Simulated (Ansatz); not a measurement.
A made-up structure of BSiH4O (charge -1), singlet:

```
atom    x (Å)    y (Å)    z (Å)
  O1  -1.3318  -1.4376   1.2027
  B2  -0.5420  -1.1917   0.2342
 Si3   0.2950   0.7183  -0.0978
  H4  -0.1519  -2.0010  -0.6362
  H5  -1.0513  -2.2388   1.6720
  H6  -0.0622   1.8307   0.8579
  H7  -0.0173   1.3240  -1.4517
```

It is relaxed with PBE-D4/def2-SVPD and then PBE0-D4/def2-TZVPD (Ansatz 0.2.0). Atoms count as bonded within 1.22 times the sum of their covalent radii (H–H: 0.88 Å). The end point is not checked to be a true minimum.

(1) Does its bonding change? (Judge from chemistry; the calculation decides.)

## Answers

(1) By the calculation: No: no bond forms or breaks.

Where it ends: The first stage lowers the energy by 0.98 eV in 8 steps. It ends as BSiH₄O ([OH][BH][SiH2]), total charge -1:
O1  (-0.999, -1.439, 1.463)
B2  (-0.456, -0.982, 0.255)
Si3  (0.439, 0.748, -0.023)
H4  (-0.378, -1.848, -0.613)
H5  (-1.202, -2.374, 1.406)
H6  (-0.335, 1.807, 0.752)
H7  (0.069, 1.093, -1.459)
(Å)

Labels in which every atom is bracketed show which atoms are joined, not bond orders.

For scale, one of the runs: PBE0-D4/def2-TZVPD relaxation, 156 basis functions, launched by `ansatz run in.yaml --threads 2 --pin off --events-out ev --progress --plain --max-ram 4352MiB`. Hardware: 2 CPU threads of an Intel Xeon Platinum 8375C, shared host. Wall time about 16 s.
